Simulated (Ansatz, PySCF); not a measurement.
sulfur dioxide (O2S), SMILES O=S=O. Atoms are numbered in the order given.

```xyz
3

O      0.0000    -1.2308    -0.3684
S      0.0000     0.0000     0.3589
O      0.0000     1.2308    -0.3684
```

Geometry optimised at ωB97X-D3(BJ)/def2-TZVP.

Two levels are set side by side: PBE-D3(BJ)/def2-TZVP (Ansatz, a quantum-chemistry and plane-wave program) and ωB97X-D3(BJ)/def2-TZVP (PySCF). Each level has its own optimised geometry; the coordinates shown are those of the second. Frequencies come from the Hessian of PySCF at each geometry. Differences are taken from unrounded values.

```
quantity                            ωB97X-D3(BJ)
----------------------------------  ------------
mean bond length (Å)                       1.430
bond O1–S2 (Å)                             1.430
bond S2–O3 (Å)                             1.430
highest harmonic wavenumber (cm⁻¹)          1440
mean harmonic wavenumber (cm⁻¹)             1073
zero-point energy (kcal/mol)                4.60
```

What does PBE-D3(BJ) give, and how far is it from ωB97X-D3(BJ)? (The exact figures need the calculation; the answer reports its results.)


```json
[
 {"quantity": "mean bond length (Å)", "PBE-D3(BJ)": "1.457", "PBE-D3(BJ) minus ωB97X-D3(BJ)": "0.028"},
 {"quantity": "bond O1–S2 (Å)", "PBE-D3(BJ)": "1.457", "PBE-D3(BJ) minus ωB97X-D3(BJ)": "0.028"},
 {"quantity": "bond S2–O3 (Å)", "PBE-D3(BJ)": "1.457", "PBE-D3(BJ) minus ωB97X-D3(BJ)": "0.028"},
 {"quantity": "highest harmonic wavenumber (cm⁻¹)", "PBE-D3(BJ)": "1308", "PBE-D3(BJ) minus ωB97X-D3(BJ)": "-132"},
 {"quantity": "mean harmonic wavenumber (cm⁻¹)", "PBE-D3(BJ)": "972", "PBE-D3(BJ) minus ωB97X-D3(BJ)": "-101"},
 {"quantity": "zero-point energy (kcal/mol)", "PBE-D3(BJ)": "4.17", "PBE-D3(BJ) minus ωB97X-D3(BJ)": "-0.44"}
]
```

Exact exchange shortens and stiffens bonds; PBE has none. Differences between two approximate levels are no errors against the true value.
